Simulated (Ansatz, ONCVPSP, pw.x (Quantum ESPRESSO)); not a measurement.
# Os: one change to the ONCV potential, in the atom and in the diamond crystal

- Element: osmium (Os)
- Generator: ONCVPSP 4.0.1.1 (patched build)
- Type: optimised norm-conserving Vanderbilt (ONCV)
- Functional: PBEsol
- Relativity: scalar-relativistic
- Frozen core: [Kr] 4d10 4f14
- Valence charge: 16
- Reference configuration: 5s2 5p6 5d6.5 6s1.5
- Partial waves: 5s+6s: rc 1.60 bohr, ncon 4, nbas 7, qcut 9.5 1/bohr, 2 projectors; 5p: rc 1.85 bohr, ncon 5, nbas 10, qcut 6.1 1/bohr, 2 projectors, debl 2.2 Ha; 5d: rc 1.50 bohr, ncon 4, nbas 9, qcut 5.6 1/bohr, 3 projectors, debl 3.2 Ha
- Local potential: polynomial inside 1.15 bohr (lpopt 5, dvloc0 2 Ha)
- Core correction: Teter function, fcfact 2.25, rcfact 1.35

Change: core correction Teter function, fcfact 2.25, rcfact 1.84.

Cutoffs, loose and tight: the cutoffs (Ha) at which the residual kinetic energy of the hardest occupied pseudo-wave falls to 1 and 0.1 mHa per electron. They do not see the model core or the augmentation charge, which bear on the density cutoff. Test errors are all-electron minus pseudo excitation energies from the reference, over the configurations 5s2 5p6 5d6 6s2; 5s2 5p6 5d6 6s1; 5s2 5p6 5d6 6s0; 5s2 5p6 5d5 6s2 6p1; variants that change the core or the reference have their own tests.

Crystal test: diamond Os in pw.x 7.5, no spin, 8³ k-points, Fermi–Dirac smearing 0.01 Ry, cutoffs set for each file from its atomic test. The reference is all-electron LAPW (Ansatz 0.2.0) with the same functional, mesh and smearing; V0 and B0 come from Birch–Murnaghan fits to the pressures at five volumes. Errors are pseudo minus all-electron; Δ is the rms difference of the E(V) curves that follow from these fits, minima aligned, over ±6 % about the mean V0. Mesh and smearing are coarse, so the numbers serve the comparison and aren't converged zero-temperature values; the lattice is a test structure that the element need not adopt.

All-electron: a0 = 5.503 Å (V0 = 20.83 Å³/atom), B0 = 222.1 GPa.

Does the change bring the crystal closer to the all-electron result?

The mean pressure error goes from -2.73 to -3.34 GPa, so the change moves the solid further from the all-electron pressures.

```json
{"quantity": "outcome (atom)", "base": "generated", "changed": "generated"}
{"quantity": "cutoff, loose (atom)", "base": "28 Ha", "changed": "28 Ha"}
{"quantity": "cutoff, tight (atom)", "base": "33 Ha", "changed": "33 Ha"}
{"quantity": "bound ghosts (atom)", "base": "none", "changed": "none"}
{"quantity": "largest test error (meV) (atom)", "base": "-7.1", "changed": "-21"}
{"quantity": "cutoffs in pw.x (Ry)", "base": "80/320", "changed": "80/320"}
{"quantity": "a0 (Å)", "base": "5.480", "changed": "5.475"}
{"quantity": "a0 error (%)", "base": "-0.41", "changed": "-0.51"}
{"quantity": "B0 error (%)", "base": "+0.6", "changed": "+0.9"}
{"quantity": "Δ (meV/atom)", "base": "12.6", "changed": "15.4"}
{"quantity": "mean pressure error (GPa)", "base": "-2.73", "changed": "-3.34"}
```

Changed file: This is a poor potential for the solid.
